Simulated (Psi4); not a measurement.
# One shape, several levels: SiH3S (SMILES [SiH2]S)

Wanted: a comparison of 4 runs (U-revPBE/def2-TZVP, UBLYP/def2-TZVP, UPBE/def2-TZVP, UTPSS/def2-TZVP) of SiH3S. 

The calculation is run with Psi4 1.11.

4 further runs of the same task are left out: 2 that didn't finish, 2 set aside as unsound or not needed.

## (1) Starting point

SiH3S: 5 atoms, total charge 0, spin state doublet. As SMILES, `[SiH2]S`. The Si1–S2 distance was set to 3.838 Å, away from the relaxed value. At this shape a bond of the SMILES string is far longer than usual.

Bond lengths: Si1–H3 1.492 Å, Si1–H4 1.488 Å, S2–H5 1.344 Å. Angles: H3–Si1–H4 110.5°.

## (2) Energy and gradient at U-revPBE/def2-TZVP (run 1)

calc.py

```python
import psi4

psi4.set_memory(1600000000)
psi4.set_num_threads(1)
psi4.set_output_file('output.dat', False)

geom = psi4.geometry("""
0 2
Si
S 1 3.8381
H 1 1.492481 2 111.39169
H 1 1.487865 3 110.46229 2 -116.23684
H 2 1.343675 1 94.74795 4 173.28682
units angstrom
symmetry c1
""")

options = {'reference': 'uks', 'puream': True, 'e_convergence': 1e-09, 'd_convergence': 1e-08, 'scf_type': 'pk', 'dft_radial_points': 99, 'dft_spherical_points': 590, 'maxiter': 200}
psi4.set_options(options)

e_tot, wfn = psi4.gradient('revpbe/def2-TZVP', return_wfn=True)
psi4.oeprop(wfn, 'DIPOLE', 'QUADRUPOLE', 'WIBERG_LOWDIN_INDICES')
print('gradient / Eh bohr^-1')
print(e_tot.np.round(6))
print(f'energy = {wfn.energy():.10f} Eh')
```

The run is started by

```
$ python calc.py
```

output.dat:

```text
[...]
  Running in c1 symmetry.
[...]
  Nuclear repulsion =   53.077398681756044
[...]
  Multiplicity = 2
[...]
  Nalpha       = 17
  Nbeta        = 16
[...]
    Number of basis functions: 92
[...]
   @UKS iter   1:  -689.01157957179828   -3.09059e-01   7.05003e-03 DIIS/ADIIS
[...]
   @UKS iter  24:  -689.24368453261968   -7.84439e-12   8.09602e-09 DIIS
[...]
   @S^2 Observed:                9.060835215E-01
[...]
  @UKS Final Energy:  -689.24368453261968
   => Energetics <=
    Nuclear Repulsion Energy =             53.0773986817560441
    One-Electron Energy =               -1058.3544550813762726
    Two-Electron Energy =                 363.4740594743870474
    DFT Exchange-Correlation Energy =     -47.4406876073864581
    Empirical Dispersion Energy =           0.0000000000000000
    VV10 Nonlocal Energy =                  0.0000000000000000
    Total Energy =                       -689.2436845326196817
[...]
  -Total Gradient:
     Atom            X                  Y                   Z
    ------   -----------------  -----------------  -----------------
       1        0.020323037321     0.009794073915    -0.025446013137
       2       -0.005613155780     0.003809811881     0.012629942731
       3       -0.008171534496    -0.007167854063     0.006103511850
       4       -0.011644045759    -0.002576350192     0.006347105679
       5        0.005105616419    -0.003859744564     0.000365468676
[...]
 Multipole Moments:
 ------------------------------------------------------------------------------------
     Multipole            Electronic (a.u.)      Nuclear  (a.u.)        Total (a.u.)
 ------------------------------------------------------------------------------------
 L = 1.  Multiply by 2.5417464519 to convert [e a0] to [Debye]
 Dipole X            :         -0.2576653            0.1522776           -0.1053877
 Dipole Y            :         -1.0693808            1.3132515            0.2438708
 Dipole Z            :          1.6734799           -2.7793845           -1.1059047
 Magnitude           :                                                    1.1373674
 L = 2.  Multiply by 1.3450342976 to convert [e a0^2] to [Debye ang]
 Quadrupole XX       :        -31.0852425            9.7427791          -21.3424633
 Quadrupole XY       :          4.8657922           -6.2414673           -1.3756751
[...]
```

Standard output:

```text
Memory set to   1.490 GiB by Python driver.
  Threads set to 1 by Python driver.
gradient / Eh bohr^-1
[[ 0.020323  0.009794 -0.025446]
 [-0.005613  0.00381   0.01263 ]
 [-0.008172 -0.007168  0.006104]
 [-0.011644 -0.002576  0.006347]
 [ 0.005106 -0.00386   0.000365]]
energy = -689.2436845326 Eh
```

Run time: 49 s. Hardware: 1 thread of Intel Xeon Platinum 8259CL at 2.50GHz (Skylake/Cascade Lake), shared host; peak memory 0.9 GiB.

## (3) Energy and forces at UBLYP/def2-TZVP (run 2)

calc.dat

```
memory 1600 mb

molecule geom {
  0 2
  Si    -0.391815    -2.373972    -0.321140
  S      0.273100     1.406000    -0.294500
  H     -0.390015    -2.936772     1.061160
  H     -1.735815    -2.523172    -0.941740
  H      1.407800     1.314300     0.419300
  symmetry c1
  no_reorient
  no_com
}

set globals {
  basis                def2-TZVP
  reference            uks
  puream               true
  e_convergence        1e-09
  d_convergence        1e-08
  scf_type             pk
  dft_radial_points    99
  dft_spherical_points 590
  maxiter              200
}

energy_value, wavefunction = gradient("blyp", return_wfn=True)
oeprop(wavefunction, "LOWDIN_CHARGES", "MAYER_INDICES", "QUADRUPOLE")
```

The run is started by

```
$ psi4 calc.dat calc.out -n 1
```

calc.out:

```text
[...]
  Running in c1 symmetry.
[...]
  Nuclear repulsion =   53.077399559854300
[...]
  Multiplicity = 2
[...]
  Nalpha       = 17
  Nbeta        = 16
[...]
    Number of basis functions: 92
[...]
   @UKS iter   1:  -689.12844592405611   -3.02761e-01   7.47930e-03 ADIIS/DIIS
[...]
   @UKS iter  29:  -689.37360186655451   -1.26192e-11   6.94969e-09 DIIS
[...]
   @S^2 Observed:                8.167304754E-01
[...]
  @UKS Final Energy:  -689.37360186655451
   => Energetics <=
    Nuclear Repulsion Energy =             53.0773995598542996
    One-Electron Energy =               -1058.3783427771650167
    Two-Electron Energy =                 363.4943258531299080
    DFT Exchange-Correlation Energy =     -47.5669845023736286
    Empirical Dispersion Energy =           0.0000000000000000
    VV10 Nonlocal Energy =                  0.0000000000000000
    Total Energy =                       -689.3736018665545089
[...]
  -Total Gradient:
     Atom            X                  Y                   Z
    ------   -----------------  -----------------  -----------------
       1       -0.023785237382    -0.021225317558     0.011283456739
       2        0.007890589656     0.011613811840     0.003352407455
       3        0.009442618533     0.004099679939    -0.006412770017
       4        0.011415793542     0.004182547519    -0.004798141403
       5       -0.004963640088     0.001329411094    -0.003424861187
[...]
 Multipole Moments:
 ------------------------------------------------------------------------------------
     Multipole            Electronic (a.u.)      Nuclear  (a.u.)        Total (a.u.)
 ------------------------------------------------------------------------------------
 L = 1.  Multiply by 2.5417464519 to convert [e a0] to [Debye]
 Dipole X            :          3.4036088           -3.4654554           -0.0618466
 Dipole Y            :         27.0144953          -28.1290496           -1.1145543
 Dipole Z            :         16.5946004          -16.3824893            0.2121111
 Magnitude           :                                                    1.1362427
 L = 2.  Multiply by 1.3450342976 to convert [e a0^2] to [Debye ang]
 Quadrupole XX       :        -51.5115633           30.3171617          -21.1944015
 Quadrupole XY       :        -93.9829572           94.7806452            0.7976880
[...]
```

Run time: 47 s. Hardware: 1 thread of Intel Xeon Platinum 8259CL at 2.50GHz (Skylake/Cascade Lake), shared host; peak memory 0.9 GiB.

Run 3 isn't shown in full; the table further down has it.

## (4) Energy and gradient at UTPSS/def2-TZVP (run 4)

h3ssi.xyz

```xyz
5
H3SSi
Si    -0.391815    -2.373972    -0.321140
S      0.273100     1.406000    -0.294500
H     -0.390015    -2.936772     1.061160
H     -1.735815    -2.523172    -0.941740
H      1.407800     1.314300     0.419300
```

run.py

```python
import psi4

psi4.set_memory('1600 MB')
psi4.set_num_threads(1)
psi4.set_output_file('psi4.out', False)

with open('h3ssi.xyz') as f:
    atoms = ''.join(f.readlines()[2:])
geom = psi4.geometry('0 2\n' + atoms + 'symmetry c1')

psi4.set_options({
    'reference': 'uks',
    'puream': True,
    'e_convergence': 1e-09,
    'd_convergence': 1e-08,
    'scf_type': 'pk',
    'dft_radial_points': 99,
    'dft_spherical_points': 590,
    'maxiter': 200,
})

E, wfn = psi4.gradient('tpss/def2-TZVP', molecule=geom, return_wfn=True)
psi4.oeprop(wfn, 'LOWDIN_CHARGES', 'DIPOLE', 'WIBERG_LOWDIN_INDICES', title='TPSS')
print('gradient / Eh bohr^-1')
print(E.np.round(6))
print(f'energy = {wfn.energy():.10f} Eh')
for k, v in sorted(psi4.core.scalar_variables().items()):
    print(f'{k:45s} {v:18.10f}')
```

The run is started by

```
$ python run.py
```

psi4.out:

```text
[...]
  Running in c1 symmetry.
[...]
  Nuclear repulsion =   53.077399559854300
[...]
  Multiplicity = 2
[...]
  Nalpha       = 17
  Nbeta        = 16
[...]
    Number of basis functions: 92
[...]
   @UKS iter   1:  -689.19587139243026   -3.37178e-01   6.89545e-03 ADIIS/DIIS
[...]
   @UKS iter  23:  -689.42249870044031   -1.25056e-12   4.67908e-09 DIIS
[...]
   @S^2 Observed:                9.535438519E-01
[...]
  @UKS Final Energy:  -689.42249870044031
   => Energetics <=
    Nuclear Repulsion Energy =             53.0773995598542996
    One-Electron Energy =               -1058.3459955614916908
    Two-Electron Energy =                 363.4824055100930309
    DFT Exchange-Correlation Energy =     -47.6363082088959473
    Empirical Dispersion Energy =           0.0000000000000000
    VV10 Nonlocal Energy =                  0.0000000000000000
    Total Energy =                       -689.4224987004403147
[...]
  -Total Gradient:
     Atom            X                  Y                   Z
    ------   -----------------  -----------------  -----------------
       1       -0.019371335678    -0.020216582475     0.008456515130
       2        0.004873308249     0.011638563652     0.001628677686
       3        0.008766709264     0.003317725359    -0.003114593880
       4        0.008021973459     0.004253282682    -0.005420901085
       5       -0.002290338280     0.001006914187    -0.001550051428
[...]
 Multipole Moments:
 ------------------------------------------------------------------------------------
     Multipole            Electronic (a.u.)      Nuclear  (a.u.)        Total (a.u.)
 ------------------------------------------------------------------------------------
 L = 1.  Multiply by 2.5417464519 to convert [e a0] to [Debye]
 Dipole X            :          0.4746746           -0.5402841           -0.0656095
 Dipole Y            :          1.6574462           -2.7362589           -1.0788127
 Dipole Z            :         -1.0657596            1.3014519            0.2356922
 Magnitude           :                                                    1.1062063
[...]
```

On the terminal:

```text
Memory set to   1.490 GiB by Python driver.
  Threads set to 1 by Python driver.
gradient / Eh bohr^-1
[[-0.019371 -0.020217  0.008457]
 [ 0.004873  0.011639  0.001629]
 [ 0.008767  0.003318 -0.003115]
 [ 0.008022  0.004253 -0.005421]
 [-0.00229   0.001007 -0.00155 ]]
energy = -689.4224987004 Eh
CURRENT ENERGY                                   -689.4224987004
CURRENT REFERENCE ENERGY                         -689.4224987004
DD SOLVATION ENERGY                                 0.0000000000
DFT FUNCTIONAL TOTAL ENERGY                      -689.4224987004
DFT TOTAL ENERGY                                 -689.4224987004
DFT VV10 ENERGY                                     0.0000000000
DFT XC ENERGY                                     -47.6363082089
GRID ELECTRONS ALPHA                               16.9999999805
GRID ELECTRONS BETA                                15.9999999805
GRID ELECTRONS TOTAL                               32.9999999610
NUCLEAR REPULSION ENERGY                           53.0773995599
ONE-ELECTRON ENERGY                             -1058.3459955615
PCM POLARIZATION ENERGY                             0.0000000000
PE ENERGY                                           0.0000000000
SCF ITERATION ENERGY                             -689.4224987004
SCF ITERATIONS                                     23.0000000000
SCF TOTAL ENERGY                                 -689.4224987004
TWO-ELECTRON ENERGY                               363.4824055101
XC GRID RADIAL POINTS                              99.0000000000
XC GRID SPHERICAL POINTS                          590.0000000000
XC GRID TOTAL POINTS                           280318.0000000000
```

Run time: 2.5 min. Hardware: 1 thread of Intel Xeon Platinum 8259CL at 2.50GHz (Skylake/Cascade Lake), shared host; peak memory 0.81 GiB.

## (5) All runs side by side

```
run               level  energy (Eh)  dipole moment (D)  HOMO energy (eV)  LUMO energy (eV)  wall time
  1  U-revPBE/def2-TZVP  -689.243685               2.89             -5.45             -5.00       49 s
  2     UBLYP/def2-TZVP  -689.373602               2.89             -5.36             -5.03       47 s
  3      UPBE/def2-TZVP  -689.043063               2.97             -5.48             -5.10       43 s
  4     UTPSS/def2-TZVP  -689.422499               2.81             -5.62             -4.97    2.5 min
```

## (6) Summary of results

```
                                 quantity          value
                      run 4: total energy  -689.42250 Eh
                     run 4: dipole moment         2.81 D
run 4: HOMO energy (highest over α and β)       -5.62 eV
 run 4: LUMO energy (lowest over α and β)       -4.97 eV
                              run 4: ⟨S²⟩          0.954
          run 4: largest force on an atom     1.504 eV/Å
```

**Reading.** The dipole moment (its size) runs from 2.81 D (UTPSS/def2-TZVP) to 2.97 D (UPBE/def2-TZVP). Totals of different functionals can't be ranked against each other. Spin contamination of the reference: run 4 ⟨S²⟩ = 0.95, run 1 ⟨S²⟩ = 0.91, run 3 ⟨S²⟩ = 0.87. All runs together took 4.9 min, the longest 2.5 min.
